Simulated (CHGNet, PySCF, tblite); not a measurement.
## Ladder of methods for the lattice constant a of rock-salt KCl

Reference value: 6.248 Å (measured, low temperature, zero-point motion not removed; as tabulated in Doll and Stoll (1997), arXiv:cond-mat/9707218).

```json
[
 {"level (code)": "IPEA1-xTB (tblite)", "value (Å)": "5.866", "difference (%)": "-6.11"},
 {"level (code)": "CHGNet-r²SCAN", "value (Å)": "6.274", "difference (%)": "+0.42"},
 {"level (code)": "PBE (PySCF)", "value (Å)": "6.379 ± 0.02", "difference (%)": "+2.10"},
 {"level (code)": "Hartree–Fock (PySCF)", "value (Å)": "6.511 ± 0.02", "difference (%)": "+4.21"},
 {"level (code)": "MP2 (PySCF)", "value (Å)": "6.171 ± 0.02", "difference (%)": "-1.23"}
]
```

Leaving aside IPEA1-xTB (doubt noted below): Closest of the ranked levels: CHGNet-r²SCAN (+0.42 %). Farthest off among them: Hartree–Fock (+4.21 %).

The reference isn't brought to a static lattice, while the calculations are for one, so the differences are not the levels' errors alone. A static lattice is as a rule a little smaller than the measured one.  A ± on a computed value is a rough bar: the spread of its extrapolation, a floor set from checks against published values, or a statistical error. IPEA1-xTB: this parameter set was refitted to ionisation energies, not structures. IPEA1-xTB: the run uses a supercell at the zone centre in place of a k mesh.

Machine-learned potentials (CHGNet-r²SCAN) are trained on DFT data: a solid inside that data is no test of them.

Differences are worked out from the printed values.
